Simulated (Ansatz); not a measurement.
Computed with Ansatz on PBE0-D4/def2-TZVP structures; ΔE is electronic, products minus reactants. CCSD(T)/CBS is the MP2 limit (def2-TZVPP, def2-QZVPP) plus CCSD(T) − MP2 in def2-TZVPP, frozen cores. This one scheme is used for every species. Functionals use def2-TZVPP. One conformer a species, not always the lowest.

Reaction (formal hydrolysis of a C–Cl bond): `FC1N=C(Cl)O1` + H₂O → `OC1=NC(F)O1` + HCl

`FC1N=C(Cl)O1`:

```xyz
7

F    -0.359    1.251   -1.452
C    -0.170    0.806   -0.218
N     1.075    0.088    0.015
C     0.283   -0.881    0.271
Cl    0.542   -2.441    0.827
O    -0.961   -0.403    0.043
H    -0.409    1.579    0.514
```

H₂O:

Z-matrix (Å, degrees):
```
O
H 1 0.960
H 1 0.960 2 105.1
```

`OC1=NC(F)O1`:

```xyz
8

O     1.876    0.623   -0.157
C     0.647    0.209   -0.024
N     0.102   -0.836    0.490
C    -1.109   -0.244   -0.033
F    -2.018    0.117    0.870
O    -0.368    0.928   -0.531
H     2.461   -0.031    0.247
H    -1.591   -0.766   -0.861
```

HCl:

Z-matrix (Å, degrees):
```
Cl
H 1 1.279
```

Task: Is it downhill or uphill in electronic energy at CCSD(T)/CBS, and by how much? (Best estimate.)

Result: The calculation gave: Downhill: ΔE = -39.8 kJ/mol.

Task: What do these levels give: BHLYP-D4, ωB97X-V, r2SCAN, SCS-MP2/def2-TZVPP, CCSD(T)/def2-TZVPP, MP2/CBS(def2)? (Estimate.)

Result: Computed: BHLYP-D4 -55.2, ωB97X-V -51.4, r2SCAN -48.6, SCS-MP2/def2-TZVPP -41.2, CCSD(T)/def2-TZVPP -45.2, MP2/CBS(def2) -33.1 kJ/mol.

Task: What do rigid-rotor, harmonic-oscillator terms from PBE0-D4/def2-TZVP frequencies (298.15 K, 1 bar) make of the CCSD(T)/CBS value? (Best estimate.)

Result: The calculation gave: ΔZPE = -0.2 kJ/mol, ΔH = -41.5 kJ/mol, ΔS = -11 J/(mol·K), ΔG = -38.3 kJ/mol.

Largest T1 diagnostic among the species: 0.014.

In def2-TZVPP, CCSD(T) changes the Hartree–Fock value by +26.0 kJ/mol (the triples alone add +4.6 kJ/mol) and MP2 by +32.8 kJ/mol. Leaving LDA and LC-ωPBE aside and taking each functional with its dispersion term where it has one, the values, not all of them listed here, spread over 16.8 kJ/mol, from BHLYP-D4 to revPBE-D4. LDA lies −9.8 kJ/mol from PBE without D4.
